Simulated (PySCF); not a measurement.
Bond stretch in C₂H₅Cl, SMILES CCCl. The C2–Cl8 bond (C2 also carries C, H, H; Cl8 carries nothing else) is pulled apart rigidly from the PBE0/def2-TZVP optimised geometry.

Computed with: RKS-PBE = restricted PBE/cc-pVDZ in PySCF; UKS-PBE = unrestricted PBE/cc-pVDZ (PySCF 2.14.0); RKS-PBE0 = restricted PBE0/cc-pVDZ run with PySCF; UCCSD(T) = CCSD(T) on UHF/cc-pVDZ, 7 core orbitals frozen (PySCF 2.14.0).

Energies relative to the lowest point of each curve near equilibrium, in kJ/mol; the last columns give the difference from UCCSD(T):

| R / Å | RKS-PBE | UKS-PBE | RKS-PBE0 | UCCSD(T) | RKS-PBE − UCCSD(T) | UKS-PBE − UCCSD(T) | RKS-PBE0 − UCCSD(T) |
|---|---|---|---|---|---|---|---|
| 1.35 | 483.5 | 483.5 | 473.8 | 506.9 | -23.3 | -23.3 | -33.1 |
| 1.43 | 280.6 | 280.6 | 270.9 | 293.3 | -12.7 | -12.7 | -22.4 |
| 1.53 | 126.3 | 126.3 | 118.1 | 130.8 | -4.5 | -4.5 | -12.7 |
| 1.60 | 63.1 | 63.1 | 56.7 | 64.5 | -1.4 | -1.4 | -7.9 |
| 1.67 | 25.3 | 25.3 | 21.0 | 25.2 | 0.1 | 0.1 | -4.2 |
| 1.72 | 9.8 | 9.8 | 7.2 | 9.4 | 0.4 | 0.4 | -2.2 |
| 1.79 | 0.1 | 0.1 | 0.0 | 0.0 | 0.1 | 0.1 | 0.0 |
| 1.85 | 0.0 | 0.0 | 2.2 | 0.7 | -0.7 | -0.7 | 1.5 |
| 1.88 | 2.1 | 2.1 | 5.6 | 3.4 | -1.3 | -1.3 | 2.1 |
| 1.98 | 16.9 | 16.9 | 24.3 | 20.5 | -3.6 | -3.6 | 3.9 |
| 2.07 | 36.9 | 36.9 | 48.0 | 42.8 | -5.9 | -5.9 | 5.2 |
| 2.22 | 77.3 | 77.3 | 94.3 | 87.1 | -9.7 | -9.7 | 7.3 |
| 2.39 | 126.1 | 126.1 | 149.5 | 143.2 | -17.1 | -17.1 | 6.3 |
| 2.67 | 200.7 | 200.7 | 233.9 | 230.2 | -29.5 | -29.5 | 3.7 |
| 2.98 | 267.8 | 267.5 | 310.8 | 299.2 | -31.4 | -31.7 | 11.7 |
| 3.21 | 306.6 | 300.0 | 356.4 | 325.9 | -19.3 | -25.9 | 30.5 |
| 3.54 | 348.5 | 327.9 | 407.0 | 342.2 | 6.4 | -14.3 | 64.8 |
| 3.95 | — | 346.9 | 450.6 | 349.0 | — | -2.1 | 101.6 |
| 4.36 | — | 357.2 | 479.0 | 351.4 | — | 5.8 | 127.6 |
| 4.81 | — | 363.3 | 498.7 | 352.5 | — | 10.8 | 146.2 |
| 5.41 | — | 367.2 | 513.9 | 353.0 | — | 14.2 | 160.9 |
| 6.20 | — | 368.9 | 524.1 | 353.3 | — | 15.6 | 170.9 |

RKS-PBE is furthest from UCCSD(T) at 2.98 (-31.4 kJ/mol, below); its mean absolute difference over the points is 9.8 kJ/mol.

UKS-PBE is furthest from UCCSD(T) at 2.98 (-31.7 kJ/mol, below); its mean absolute difference over the points is 10.5 kJ/mol.

RKS-PBE0 is furthest from UCCSD(T) at 6.20 (170.9 kJ/mol, above); its mean absolute difference over the points is 42.1 kJ/mol.

Dashes: no converged value, or the column stops at the first point that the program doubted or that broke a chosen test of continuity, which isn't proof of a fault.

The restricted form behind RKS-PBE, RKS-PBE0 keeps the bonding electrons paired and can't separate into open-shell fragments. The unrestricted determinant behind UKS-PBE is spin-contaminated at 2.98 to 6.20 Å (<S²> up to 0.8, against 0.00 for a pure singlet). At the longest distance UKS-PBE, RKS-PBE0 leaves fractional charges on the fragments, a sign of delocalisation error or of the restricted form. The unrestricted determinant behind UCCSD(T) is spin-contaminated at 2.39 to 6.20 Å (<S²> up to 1.0, against 0.00 for a pure singlet).
